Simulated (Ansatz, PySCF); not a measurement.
A calculation on zinc-blende AlN (metastable phase) returned lattice constant a 4.342 Å, bulk modulus 210 GPa, cohesive energy 6.60 eV/atom.

Problem. Which level of theory produced these numbers?
(A) r²SCAN+rVV10 (Ansatz, an electronic-structure program)
(B) LDA (Ansatz)
(C) PBE-D3(BJ) (Ansatz)
(D) CCSD(T) (PySCF)

Solution. B, LDA (Ansatz)

The others give: CCSD(T) 4.383 Å, 207 GPa, 5.92 eV/atom; PBE-D3(BJ) 4.372 Å, 201 GPa, 5.97 eV/atom; r²SCAN+rVV10 4.365 Å, 212 GPa, 5.92 eV/atom.

Unless a cell is named, each level is at its own relaxed cell (CCSD(T) 10.52, LDA 10.24, PBE-D3(BJ) 10.45, r²SCAN+rVV10 10.39 Å³/atom).

Ansatz's density-functional and Hartree–Fock values are scalar-relativistic unless marked +SOC, with PAW data made under PBE.
